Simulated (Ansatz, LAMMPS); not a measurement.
# Volume per atom of hcp Ru: levels of theory against measurement

Reference value: 13.45 Å³/atom (measured, copied from a table, unchecked, extrapolated to 0 K and zero-point effects removed; as tabulated in Lejaeghere et al. (2013), arXiv:1204.2733).

| level (code) | value (Å³/atom) |
|---|---|
| Lennard-Jones uff-vdw (LAMMPS) | 16.88 |
| LDA (Ansatz) | 13.09 |
| PBE (Ansatz) | (withheld) |
| PBE-D4 (Ansatz) | 13.52 |
| r²SCAN-D4 (Ansatz) | 13.42 |

**Question.** Fill in the missing entries.

**Answer.** 
- PBE (Ansatz, an electronic-structure program), value (Å³/atom): 13.77

Errors against the reference: Lennard-Jones uff-vdw +26 %, LDA -2.7 %, PBE +2.4 %, PBE-D4 +0.5 %, r²SCAN-D4 -0.2 %.

Leaving aside Lennard-Jones uff-vdw (doubt noted below): Any of these levels can be the nearest once the reference is moved by up to 2.0 % (a margin picked here for doubts on the reference and the settings) and values within 0.3 % count as equal.

Lennard-Jones uff-vdw: this is a force field's van der Waals term alone, without bonds or charges. Cutoffs differ between the levels. Ansatz's density-functional and Hartree–Fock values are scalar-relativistic unless marked +SOC, with PAW data made under PBE.

Differences are worked out from the printed values.
